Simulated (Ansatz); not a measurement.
System: antifluorite Mg2Sn. Method: PBE+SOC (PAW; Ansatz, a quantum-chemistry and plane-wave program).

Numerical settings: plane-wave cutoff 520 eV, 10×10×10 k mesh, Fermi–Dirac smearing 0.01 eV, PAW data made under PBE.

Equation-of-state points:

| V (Å³/atom) | E − E_lowest (meV/atom) | P (GPa) |
|---|---|---|
| 24.794 | 13.43 | 2.855 |
| 25.322 | 5.78 | 1.811 |
| 25.849 | 1.40 | 0.863 |
| 26.377 | 0.00 | 0.002 |
| 26.905 | 1.29 | -0.773 |
| 27.432 | 5.00 | -1.469 |
| 27.960 | 10.89 | -2.095 |

Q: Estimate the bulk modulus and its pressure derivative from these points.

A: V0 = 26.379 Å³/atom, B0 = 40.7 GPa, B′ = 4.1 (fit to the energies at full precision).

Measured, for comparison: equilibrium volume per atom 25.82 Å³/atom (temperature not stated, not corrected to a static lattice; as tabulated in Freccero, Grin, Wagner, Dalton Trans. (2023), ESI). Computed (rounded) less measured: equilibrium volume per atom +2.2 %.

Note: the gap of the solid is closed in this run; this level leaves the solid without a gap, although one is measured.

Computed values are for the static lattice.

Cost on a shared machine: roughly 7 core-minutes.
